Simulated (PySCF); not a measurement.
Cartesian coordinates in Å; atom numbers follow the order of the lines, from 1:
```xyz
11

C    -1.8630    1.0489    1.5035
C    -1.4190    0.2657    0.6969
C    -0.8392   -0.6625   -0.2700
C     0.5996   -0.3403   -0.2776
C     1.8579   -0.4901    0.2507
C     1.6437    0.4329   -0.7216
H    -2.2857    1.7360    2.2183
H    -1.2667   -0.5121   -1.2749
H    -0.9935   -1.7097    0.0366
H     2.5436   -0.9820    0.9447
H     2.0331    1.2184   -1.3735
```

Total charge +1.

Geometry: PBE0-D3(BJ)/def2-SVP; GIAO absolute shieldings from PySCF 2.14.0 with density-fitted response routines, gas phase, non-relativistic, averaged over equivalent atoms.

At PBE0/6-31G* (94 basis functions, 6.1 s wall time on 1 thread of an Intel Xeon Platinum 8375C, shared host):
```tsv
atoms	σ (ppm)
C4	23.0
C5/C6	34.1
C1	108.7
C2	138.1
C3	174.7
H10/H11	21.95
H8/H9	27.47
H7	28.87
```

Problem. What do these become at PBE/pcSseg-2?

Solution. 
| atoms | σ at PBE/pcSseg-2 | change |
| --- | --- | --- |
| C4 | -9.3 | -32.3 |
| C5/C6 | 1.0 | -33.1 |
| C1 | 79.8 | -28.9 |
| C2 | 109.7 | -28.4 |
| C3 | 156.3 | -18.4 |
| H10/H11 | 21.01 | -0.94 |
| H8/H9 | 26.48 | -0.99 |
| H7 | 28.06 | -0.81 |

The largest change is at C5/C6 (unsaturated ring CH). Cost: 286 basis functions, 68 s wall time on 1 thread of an x86-64 server CPU, shared host. The order of the carbon signals is the same at both levels.
